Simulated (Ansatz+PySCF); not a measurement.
triplet C2H6 in separate pieces: levels of theory in one basis

```xyz
8

C     0.0000    0.0000    0.0000
H     1.0903    0.0000    0.0000
H    -0.5452    0.9443    0.0000
H    -0.5452   -0.9443    0.0000
C    30.0000    0.0000    0.0000
H    29.5806    0.9369    0.3677
H    30.5289   -0.0236   -0.9532
H    29.8905   -0.9133    0.5855
```

Basis set: STO-3G (spherical functions). Left uncorrelated: 2 orbitals. Correlation on ROHF uses semicanonical orbitals with singles. Charge 0, multiplicity 3.

Computed with Ansatz (development build ahead of 0.2.0); each method stands on the lowest determinant of its kind that the runs found.

```csv
method,E − E(ROHF) (eV),<S²> of the determinant
ROHF,0.00,2.00
UHF,-0.25,2.03
ROHF-MP2,-2.27,–
ROHF-CCSD,-3.45,–
UHF-CCSD,-3.45,2.03
ROHF-CCSD(T),-3.45,–
full CI (lowest root of this spin),-3.46,–
```

(1) What does UHF-MP2 give on the same scale?

(2) Is a single determinant a sound starting point here?

## Answers

(1) -2.36 eV.

(2) By this sign, yes. Unrestricted orbitals gain 0.25 eV and <S²> is 2.03 against 2.00 for a pure state.
